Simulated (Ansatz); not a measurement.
Results of PBE-D3(BJ) (Ansatz, a first-principles code, plane waves, PAW) for solid bromine.

Settings: plane-wave cutoff 520 eV, 10×10×4 k mesh (along the axes of the cell as run), Fermi–Dirac smearing 0.01 eV, scalar-relativistic PAW data made under PBE.

Cell (relaxed at this level):

```
Br
1.0
    2.07425    -3.49445     0.00000
    2.07425     3.49445     0.00000
    0.00000     0.00000     8.57886
Br
4
Direct
  0.84934   0.84934   0.88083
  0.65066   0.65066   0.38083
  0.34934   0.34934   0.61917
  0.15066   0.15066   0.11917
```

Give the computed bulk modulus B0, band gap and smallest direct gap on the k points sampled.


bulk modulus B0: 10.6 GPa
band gap: 1.31 eV (indirect)
smallest direct gap on the k points sampled: 1.36 eV

Note: the bulk modulus comes from volumes at which shape and atoms were relaxed.

Spin–orbit coupling is not included.

Static lattice: no zero-point or thermal effects.

It cost roughly 5 core-minutes of CPU time.
